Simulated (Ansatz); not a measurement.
**BH⁻, quartet: stretch scan**

Starting geometry (PBE0/def2-TZVPD stationary point for this spin):

```yaml
atoms:
  - { symbol: B, position_ang: [0.0000, 0.0000, 0.0000] }
  - { symbol: H, position_ang: [0.0000, 0.0000, 1.2058] }
```

From there H2 moves along the line of the two atoms named below, all else staying in place; atoms are numbered as listed. Energies are in kJ/mol, counted from the starting geometry at the same level.

Basis aug-cc-pVDZ; Ansatz 0.2.0. Only valence electrons are correlated (noble-gas cores frozen). Prefix R: restricted or restricted open-shell reference; prefix U: unrestricted. Active spaces: valence = (5e, 5o) chosen from the atoms' valence shells.

Full CI is exact within this basis and frozen core; it isn't the basis-set limit. The frozen core follows each run's orbitals, which can shift R against U totals by a few meV.

```
distance B1-H2 (Å)  full CI  unpaired electrons (full CI)  error UHF  error UCCSDT  error UCCSDT(Q)  error NEVPT2 (valence space)  error MRCISD+Q (valence space)  error MRCISD+Q(relaxed) (valence space)
             0.977     97.2                          3.01       -9.1          -0.1              0.0                           1.2                            -1.1                                     -0.1
             1.069     31.5                          3.01       -5.8           0.0              0.0                           0.7                            -0.7                                     -0.1
             1.206      0.0                          3.02        0.0           0.0              0.0                           0.0                             0.0                                      0.0
             1.352     13.0                          3.02        7.0           0.1              0.0                          -0.4                             0.8                                      0.0
             1.485     43.6                          3.03       13.9           0.1              0.0                          -0.3                             1.6                                     -0.1
             1.651     89.2                          3.04       22.7           0.2              0.1                           0.5                             2.8                                     -0.2
             1.910    153.0                          3.07       30.0           0.3              0.1                           3.4                             4.5                                     -0.5
             2.262    204.6                          3.09       20.5           0.3              0.1                           5.4                             2.4                                     -1.5
             2.601    224.1                          3.08       11.8           0.2              0.0                           3.1                            -1.4                                     -2.0
             3.204    234.7                          3.07        5.1           0.1              0.0                           0.9                            -3.3                                     -2.4
             4.202    239.2                          3.07        2.3           0.1              0.0                          -0.4                            -4.2                                     -2.7
```

Unpaired electrons are Σ n²(2−n)² over natural occupations. Errors are those of relative energies. In total energy the starting point itself misses full CI by: UHF 205.7, UCCSDT 0.2, UCCSDT(Q) 0.0, NEVPT2 (valence space) 57.7, MRCISD+Q (valence space) 1.7, MRCISD+Q(relaxed) (valence space) -0.3 kJ/mol.

Spread of the error over the points with a reference, to 4.202 Å (largest less smallest): UCCSDT(Q) 0.1, UCCSDT 0.4, MRCISD+Q(relaxed) (valence space) 2.7, NEVPT2 (valence space) 5.8, MRCISD+Q (valence space) 8.8, UHF 39.1 kJ/mol.

Going outwards, the relative energy of MRCISD+Q (valence space) first misses by more than 4.2 kJ/mol (1 kcal/mol) at 1.910 Å.

MRCISD+Q(relaxed) (valence space) stays parallel to the reference within 2.7 kJ/mol over the points shown.
